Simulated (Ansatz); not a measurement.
# AlNaH (doublet): from Hartree-Fock to the top rungs at distance Al1–H3 = 1.453 Å, cc-pVDZ

An exercise on one series of results from a longer session: the logs are not shown, and one member is left open.

Program: Ansatz 0.2.0, Gaussian basis. Level of theory: cc-pVDZ, core rule «outside noble gas», up to 10 orbitals frozen. These are calculated values, not measurements.

To be run: UHF; CCSD(T) on ROHF; CCSD(T) on UHF; BCCD(T) on ROHF; CISD; CCSDT(Q) on ROHF; CCSDT(Q) on UHF; CASSCF and MRCISD+Q, 3 electrons in 3 orbitals; CASSCF and NEVPT2, 3 electrons in 3 orbitals; Full CI.

35 further runs of the same task are left out: 22 for a known fault of the program, 10 that didn't finish, 3 set aside as unsound or not needed.

## What is computed

The geometry derives from a PBE0/def2-TZVP stationary point (not a proven minimum). One bond is set to the value named and the two fragments are kept rigid.

3 atoms, charge 0, spin multiplicity 2.

Atoms are counted from 1 here; the program's logs count them from 0.

Bond lengths: Al1–H3 1.453 Å.

Set-up of the first run:

in.yaml

```yaml
crystal:
  periodic: [false, false, false]
  atoms:
    - {symbol: Al, position_ang: [0.000000, -0.094422, 1.323032]}
    - {symbol: Na, position_ang: [0.000000, 0.063635, -1.648500]}
    - {symbol: H, position_ang: [0.000000, 1.076128, 2.183858]}
basis:
  gaussian: {orbitals: cc-pVDZ}
magnetization: {spin_polarized: true, initial_magnetization: 1}
hamiltonian: {xc: hf}
output: {orbitals: {seedname: orbitals}}
```

Launch:

```console
$ ansatz run in.yaml --threads 1 --pin off --events-out ev --progress --plain --max-ram 2393MiB
```

Steps of the session up to this table: UHF; CCSD(T) on ROHF; CCSD(T) on UHF; BCCD(T) on ROHF; CISD; CCSDT(Q) on ROHF; CCSDT(Q) on UHF; CASSCF and MRCISD+Q, 3 electrons in 3 orbitals; CASSCF and NEVPT2, 3 electrons in 3 orbitals; Full CI.

One of the session's tables, all rows but one given; the rest of the session is left out.

| method | from FCI (meV) |
| --- | --- |
| ROHF | +2354.9 |
| UHF | ? |
| RMP2 | +656.0 |
| UMP2 | +701.6 |
| CISD | +151.4 |
| RCCSD | +72.8 |
| UCCSD | +66.1 |
| RCCSD(T) | +20.5 |
| UCCSD(T) | +20.5 |
| BCCD(T) | +20.6 |
| RCCSDT | +2.1 |
| UCCSDT | +1.7 |
| RCCSDT(Q) | +0.5 |
| UCCSDT(Q) | +0.2 |
| CASSCF pair | +1955.4 |
| NEVPT2 pair | +687.8 |
| FCI | 0 |

Q: Estimate the row for UHF from the others.

As computed: from FCI (meV): +2200.7. In the column «from FCI (meV)» it lies between CASSCF pair (+1955.4) and ROHF (+2354.9).

Not comparable, so not listed: CASSCF and MRCISD+Q, 3 electrons in 3 orbitals (they don't share determinant, frozen orbitals or solution with the rows shown, or repeat one).

Caveats from the session: Levels on UHF freeze UHF's core orbitals, full CI those of ROHF, so the U rows can settle a little off it for that reason alone. Restricted and unrestricted rows rest on different reference determinants; where their highest levels disagree by more than a few hundredths of an eV, they describe different states and don't form one ladder. Warnings in the runs' records: passed over end.
